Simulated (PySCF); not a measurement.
**Computed data sheet: methylketene (`CC=C=O`)**

Species: methylketene, C₃H₄O.
Atom-mapped SMILES: `[CH3:1][CH:2]=[C:3]=[O:4]` (hydrogens: H5, H6, H7 on C1; H8 on C2)

From PBE0-D3(BJ)/def2-SVP geometry optimisation, gas phase (PySCF):

| Quantity | Value |
| --- | --- |
| Rotational constants A, B, C | 40.029, 4.445, 4.105 GHz |

**wB97X-D/def2-SVPD ground state, ΔSCF and vertical TDDFT (core frozen in the response) (PySCF)**

| Item | Value |
| --- | --- |
| Dipole moment | 1.96 D |
| HOMO energy | -8.50 eV |
| LUMO energy | 0.91 eV |
| HOMO–LUMO gap | 9.41 eV |
| Lowest singlet excitation | 3.59 eV (346 nm, f = 0.000) |
| Strongest line among the 10 lowest singlet transitions | S4 at 7.62 eV (163 nm, f = 0.130) |
| Lowest triplet excitation (Tamm–Dancoff) | 3.27 eV |
| Static isotropic polarisability | 40.4 au |
| Vertical ionisation energy | 9.07 eV |
| Electronic spatial extent ⟨r²⟩ about the centre of nuclear charge | 313 bohr² |

**HF/pcSseg-2 ground state and GIAO shieldings, non-relativistic (PySCF)**

| Quantity | Value |
| --- | --- |
| 13C chemical shifts (computed TMS as zero) by class | 210.3 (C3), 13.9 (C2), 5.5 (C1) ppm |
| 1H chemical shifts (computed TMS as zero) by class | 2.86 (H8), 1.67 (H5/H6/H7) ppm |
| Isotropic shieldings of nuclei other than C and H, by class | -44 (O4) ppm |

B3LYP/pcJ-1 indirect spin-spin coupling, non-relativistic, gas phase (PySCF):

| Item | Value |
| --- | --- |
| Largest of the computed one-bond spin–spin couplings (means over like bonds) | 13C–1H +178.7 (C2–H8), 13C–1H +137.9 (C1–H5 and 2 like it), 13C–13C +125.8 (C2–C3), 13C–13C +54.8 (C1–C2), 17O–13C +22.1 (O4–C3) Hz |

Monoisotopic mass from the formula: 56.0262 u.

S1 lies 5.82 eV below the HOMO–LUMO gap; its leading configuration is HOMO→LUMO, weight 0.97. The rotational constants make it an asymmetric top with κ = (2B − A − C)/(A − C) = -0.98, nearer the prolate limit (−1). No computed singlet falls in the visible range (750 to 380 nm, 1.65 to 3.26 eV); S1 lies 0.33 eV above its blue end. The principal polarisabilities are 30.8, 33.6 and 57.0 au; their mean is the isotropic value. In atomic units the dipole is 0.77 e·bohr (1 au = 2.5417 D). The largest Löwdin shares of the HOMO are 0.39 on C2, 0.22 on C3, 0.22 on O4 and 0.08 on C1. The vertical singlet–triplet gap S1 − T1 is 0.32 eV (TDDFT singlet less Tamm–Dancoff triplet; S1: HOMO→LUMO, weight 0.97; T1: HOMO→LUMO, weight 0.96). With B = h/(8π²I), that is 505.379 GHz u Å² over I, the principal moments of inertia are 12.6, 113.7 and 123.1 u Å² (most abundant isotopes).

For the geometry optimisation (PBE0-D3(BJ)/def2-SVP), on one thread of an x86-64 server, no GPU, on a shared host, this took 15 s of wall time.
